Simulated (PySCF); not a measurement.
# How the method changes the constants of SiB⁻

State: ³Π (triplet), unpaired electrons σ ↑, π ↑. Set-up: Si def2-SVPD, B def2-SVPD; no relativity (PySCF 2.14). De refers to Si⁻ + B in their high-spin ground configurations, without counterpoise correction. The functionals are run spin-unrestricted. A positive dipole points towards B; it is taken about the centre of mass and depends on that origin.

```json
{"Level": "ROHF", "Re (Å)": "1.824", "ωe (cm⁻¹)": "943", "De (eV)": "n/a", "μ (D)": "-0.86"}
{"Level": "ROHF-MP2", "Re (Å)": "1.871", "ωe (cm⁻¹)": "822", "De (eV)": "n/a", "μ (D)": "n/a"}
{"Level": "ROHF-SCS-MP2", "Re (Å)": "1.870", "ωe (cm⁻¹)": "825", "De (eV)": "n/a", "μ (D)": "n/a"}
{"Level": "ROHF-CCSD", "Re (Å)": "1.866", "ωe (cm⁻¹)": "845", "De (eV)": "n/a", "μ (D)": "n/a"}
{"Level": "ROHF-CCSD(T)", "Re (Å)": "1.880", "ωe (cm⁻¹)": "813", "De (eV)": "n/a", "μ (D)": "n/a"}
{"Level": "PBE", "Re (Å)": "1.873", "ωe (cm⁻¹)": "813", "De (eV)": "n/a", "μ (D)": "-1.74"}
{"Level": "BLYP", "Re (Å)": "1.876", "ωe (cm⁻¹)": "797", "De (eV)": "n/a", "μ (D)": "-1.88"}
{"Level": "r²SCAN", "Re (Å)": "1.859", "ωe (cm⁻¹)": "846", "De (eV)": "n/a", "μ (D)": "-1.33"}
{"Level": "B3LYP", "Re (Å)": "1.858", "ωe (cm⁻¹)": "834", "De (eV)": "n/a", "μ (D)": "-1.71"}
{"Level": "PBE0", "Re (Å)": "1.854", "ωe (cm⁻¹)": "852", "De (eV)": "n/a", "μ (D)": "-1.51"}
{"Level": "B97-3", "Re (Å)": "1.856", "ωe (cm⁻¹)": "846", "De (eV)": "n/a", "μ (D)": "-1.68"}
```

What does the three-parameter hybrid form, with a fifth of exact exchange, do here, going from BLYP to B3LYP?

B3LYP less BLYP: -1.8 pm in Re, +4.6 % in ωe. Exact exchange removes part of the self-interaction that spreads semilocal densities, and in most molecules shortens and stiffens the bond and lowers De; so it does here.

Correlated steps freeze 6 core orbitals. The highest Kohn–Sham level is positive in this anion. Much of that is self-interaction error, but it also means that the finite basis helps to hold the extra electron. The CCSD T1 diagnostic is raised, a sign that a single reference may not be enough here. UHF is strongly spin-contaminated for SiB⁻, so the ROHF reference used there is far from stable. The state is the lowest determinant that a PBE0 search found; another state may lie lower at other levels.
